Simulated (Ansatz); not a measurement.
Geometry optimisation, Ansatz 0.2.0, RKS B3LYP-D4/def2-SVP.

Input:

```yaml
crystal:
  periodic: [false, false, false]
  atoms:
    - { symbol: Si, position_ang: [-0.922316, 0.115531, 0.138689] }
    - { symbol: H, position_ang: [1.318496, -0.21086, 1.532872] }
    - { symbol: C, position_ang: [2.08195, -0.047292, 0.749409] }
    - { symbol: H, position_ang: [2.563014, -1.006801, 0.515689] }
    - { symbol: H, position_ang: [1.646203, 0.367128, -0.175077] }
    - { symbol: H, position_ang: [2.817659, 0.672698, 1.133519] }
    - { symbol: H, position_ang: [-0.488433, 1.153304, -0.904881] }
    - { symbol: H, position_ang: [-0.536173, -1.043708, -0.78542] }
basis:
  gaussian: { orbitals: def2-SVP }
hamiltonian:
  xc: b3lyp
  dispersion: d4
relax:
  f_tol: 0.03
  max_steps: 50
output:
  orbitals: {}
```

Command:

```bash
$ ansatz run input.yaml --threads 1 --pin off --max-ram 2048MiB --backend cpu --events-out ev --progress --plain --runs-dir out
```

**Question.** Where does it end, and by what steps?

**Answer.** It converged. The force dipped under the threshold on the way, but the program's further checks kept it going. After 9 steps the energy has fallen by 0.025 eV; H2 moved furthest, 0.45 Å.

| step | energy less start (eV) | largest force component (eV/Å) | accepted |
| --- | --- | --- | --- |
| 0 | 0.0000 | 0.091 | yes |
| 1 | -0.0036 | 0.106 | yes |
| 2 | -0.0076 | 0.207 | yes |
| 3 | -0.0067 | 0.615 | no |
| 4 | -0.0145 | 0.124 | yes |
| 5 | -0.0209 | 0.077 | yes |
| 6 | -0.0172 | 0.288 | no |
| 7 | -0.0240 | 0.022 | yes |
| 8 | -0.0230 | 0.135 | no |
| 9 | -0.0248 | 0.017 | yes |

```xyz
8
Properties=species:S:1:pos:R:3
Si -0.872 0.024 0.288
H 1.085 -0.071 1.171
C 2.071 -0.034 0.645
H 2.509 -1.040 0.693
H 1.968 0.286 -0.398
H 2.685 0.688 1.202
H -0.492 1.176 -0.646
H -0.474 -1.029 -0.750
```

Run time: 16 s on 1 thread of Arm Neoverse V1 (shared host), peak memory 0.11 GiB.
